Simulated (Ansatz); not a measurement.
doublet NO: levels of theory in one basis

```xyz
2

N     0.0000    0.0000    0.0000
O     0.0000    0.0000    1.0500
```

Basis set: def2-SVP (spherical functions). Left uncorrelated: 2 orbitals. Correlation on ROHF uses semicanonical orbitals with singles. Charge 0, multiplicity 2.

Computed with Ansatz (development build ahead of 0.2.0); each method stands on the lowest determinant of its kind that the runs found.

```tsv
method	E − E(ROHF) (eV)	<S²> of the determinant
ROHF	0.00	0.75
UHF	-0.16	0.76
UHF-MP2	-8.32	0.76
```

(1) What does ROHF-MP2 give on the same scale?

(2) Is a single determinant a sound starting point here?

## Answers

(1) -8.39 eV.

(2) By this sign, yes. Unrestricted orbitals gain 0.16 eV and <S²> is 0.76 against 0.75 for a pure state.
